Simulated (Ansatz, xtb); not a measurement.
H2O2S: which of two isomers lies lower

Structure a: `O=[SH]O`, a singlet. Structure b: `OSO`, a singlet. Both are isolated molecules in the gas phase, relaxed with PBE0-D4/def2-TZVP; the shapes shown needn't be the lowest conformers.

a (Å):

```xyz
5

O    -2.4175    1.6810   -0.7718
O    -0.0854    0.8134   -0.3189
S    -1.4869    1.3542    0.3038
H    -0.9699    2.5761    0.6975
H     0.1667    1.3606   -1.0773
```

b (Å):

```yaml
atoms:
  - { symbol: O, position_ang: [-1.8965, 2.2199, 0.4464] }
  - { symbol: O, position_ang: [-0.7043, 0.5432, -1.1042] }
  - { symbol: S, position_ang: [-0.8971, 0.9255, 0.4743] }
  - { symbol: H, position_ang: [-1.3695, 3.0261, 0.4037] }
  - { symbol: H, position_ang: [0.0589, 1.0173, -1.4541] }
```

Quicker runs give these differences E(b) − E(a): GFN2-xTB +0.020 eV; HF/STO-3G −4.317 eV (at GFN2-xTB geometries); r2SCAN-D4/def2-SVP −0.682 eV (at GFN2-xTB geometries).

Which of the two would you expect CCSD(T)/def2-TZVPP electronic energies to favour?

Structure b; the calculation gives E(b) − E(a) = −0.246 eV.

How the difference moves with the method:

```tsv
level	geometry	E(b) − E(a) (eV)	departure from the last row (eV)	job, with rough time for the two
GFN2-xTB	GFN2-xTB	+0.020	+0.266	optimisation, 0.076 s
HF/STO-3G	GFN2-xTB	−4.317	−4.071	single point, 0.14 s
r2SCAN-D4/def2-SVP	GFN2-xTB	−0.682	−0.436	single point, 1.6 s
PBE0-D4/def2-TZVP	PBE0-D4/def2-TZVP	−0.136	+0.110	optimisation, 16 s
HF/def2-TZVPP	PBE0-D4/def2-TZVP	−0.311	−0.065	part of the CCSD(T) run
MP2/def2-TZVPP	PBE0-D4/def2-TZVP	−0.141	+0.105	part of the CCSD(T) run
CCSD(T)/def2-TZVPP	PBE0-D4/def2-TZVP	−0.246		single point, 21 s
```

As drawn, b has 1 O–S, 1 O–H in place of 1 O=S, 1 S–H.

GFN2-xTB finds them nearly level. The largest departure from CCSD(T)/def2-TZVPP is that of HF/STO-3G, 4.071 eV.

With harmonic frequencies from PBE0-D4/def2-TZVP (ideal gas, rigid rotor, one conformer each, 1000 K, 1 atm): the zero-point term adds +0.049 eV; ΔH is −0.180 and ΔG −0.241 eV.

The correlated steps freeze 7 core orbitals. Mirror images aren't counted in ΔG. Run with Ansatz 0.2.0, xtb 6.7.1; the last row on 2 threads of Arm Neoverse V1 on a shared host.
